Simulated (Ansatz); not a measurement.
in.yaml

```yaml
crystal:
  periodic: [false, false, false]
  atoms:
    - {symbol: Si, position_ang: [0.000000, 0.000000, 0.193800]}
    - {symbol: P, position_ang: [0.000000, 0.000000, -1.750600]}
    - {symbol: H, position_ang: [0.000000, 0.000000, 1.556800]}
basis:
  gaussian: {orbitals: 6-31G}
correlation: {method: sc_nevpt2, electrons: outside_noble_gas, active_space: {window: {electrons: 10, orbitals: 9}, shells: [{species: H, l: s, shell: 1}, {species: P, l: s, shell: 3}, {species: P, l: p, shell: 3}, {species: Si, l: s, shell: 3}, {species: Si, l: p, shell: 3}]}}
```

```sh
$ ansatz run in.yaml --threads 1 --pin off --events-out ev --progress --plain --max-ram 2393MiB
```

Log:

```
541 factors; integrals over basis functions are off by at most 4.3e-8 eV
mean field evaluation 1: about -17143.7700 eV, gradient 1.7e1 eV
mean field evaluation 2: about -17143.7747 eV, gradient 1.7e1 eV
mean field evaluation 4: about -17145.0816 eV, gradient 1.3e0 eV
mean field evaluation 8: about -17145.0999 eV, gradient 3.1e-2 eV
mean field -17145.09992957 eV, -630.0708010454 hartree, gradient 1.7e-6 eV, S^2 0.000000; 0 other end points of the search recorded, 0 dependent functions left out; unrestricted orbitals would lower it
reference -17145.09992957 eV, -630.0708010454 hartree; 15, 15 occupied and 13, 13 virtual orbitals, 541 factors
state -17148.20183411 eV, -630.1847939350 hartree
state -17148.20183411 eV, -630.1847939350 hartree; corrected -17148.83713671 eV, -630.2081408748 hartree
Total energy: -17148.83713671 eV, -630.2081408748 hartree
Checks for a lower state left out: starts, orbital_swaps
```

For the same geometry and basis full CI lies 265.3 meV lower.

Ran on 1 thread of Intel Xeon, shared host: 12 s wall, 0.12 GiB peak host memory.
